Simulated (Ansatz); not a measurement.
**Energy profile**

The step: Si₂NH₇ ([NH2][SiH2][SiH3]) → Si₂H₄ ([SiH][SiH3]) + NH₃ (still joined by a long Si–N bond); bonds formed: N2–H3; bonds broken: Si1–H3; bonds weakened to dative contacts: Si1–N2 (atoms numbered as in the saddle structure below).

| atom | x (Å) | y (Å) | z (Å) |
| --- | --- | --- | --- |
| Si1 | -0.6373 | -0.7873 | 0.1224 |
| N2 | 1.1774 | -1.3221 | 0.0204 |
| H3 | 0.1358 | -2.1055 | -0.4104 |
| H4 | -0.8434 | -0.9590 | 1.5944 |
| Si5 | -0.8009 | 1.5278 | -0.2557 |
| H6 | 1.7997 | -1.3973 | 0.8175 |
| H7 | 1.6768 | -1.1065 | -0.8308 |
| H8 | 0.1044 | 2.3005 | 0.6460 |
| H9 | -0.4147 | 1.8489 | -1.6587 |
| H10 | -2.1978 | 2.0004 | -0.0451 |

Electronic energies by CCSD(T) at an estimated basis limit (MP2 extrapolated from triple and quadruple zeta, plus CCSD(T) − MP2 in triple zeta), on PBE0-D4/def2-TZVP structures; Si$_{2}$NH$_{7}$, closed shell; no counterpoise correction. Ansatz 0.2.0; basis: def2-TZVPP and def2-QZVPP; cores frozen in the correlated methods. Extrapolation: Hartree–Fock as exp(−7.88 √X), correlation as X^−2.97.

Task: Give the profile in eV, counted from the start structure. (An estimate is asked for; the value comes from the calculation.)

Result: The calculation gives:
```csv
point,eV
start structure,0.000
saddle,3.107
end structure,1.426
"separated: Si$_{2}$H$_{4}$ (linked as [SiH][SiH3]; Si1, H4, Si5, H8, H9, H10; singlet) + NH$_{3}$ (N2, H3, H6, H7; singlet)",2.741
```

The T1 diagnostic stays at or below 0.016. The restricted Hartree–Fock reference is unstable towards an unrestricted one at one or more of these structures.

Losses and insertions of silylenes and their heavier kin drive the gas-phase chemistry of silicon and germanium vapour deposition.

For scale, one of the runs: CCSD(T)/def2-TZVPP, 213 basis functions, launched by `ansatz run in.yaml --threads 2 --pin off --events-out ev --progress --plain --max-ram 4352MiB`. Hardware: 2 CPU threads of an AMD EPYC 7R43, shared host. Wall time 46 s; peak host memory 2.8 GiB.
